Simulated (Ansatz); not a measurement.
Consider the isomerisation: `C=C(Cl)C(C)O` → `C=CC(Cl)OC`.

Calculated with Ansatz (gas phase, PBE0-D4/def2-TZVP geometries, no zero-point term in ΔE). CBS: MP2 limit from def2 TZ/QZ plus the TZ coupled-cluster correction, frozen cores. Functionals use def2-TZVPP. One conformer a species, not always the lowest.

```csv
level,ΔE (kcal/mol)
r2SCAN,8.8
MP2/def2-TZVPP,11.4
MP2/def2-QZVPP,11.6
CCSD/CBS(def2),10.1
```

Q: What does CCSD(T)/CBS give? (Estimate.)

A: Computed: +10.2 kcal/mol. The listed levels differ from it by -1.4, 1.2, 1.4, -0.1 kcal/mol.

Largest T1 diagnostic among the species: 0.011.

From PBE to PBE0 (25 % exact exchange), in def2-TZVPP and without D4, ΔE moves by +1.0 kcal/mol. In def2-TZVPP, CCSD(T) changes the Hartree–Fock value by +3.3 kcal/mol (the triples alone add +0.0 kcal/mol) and MP2 by +4.9 kcal/mol.
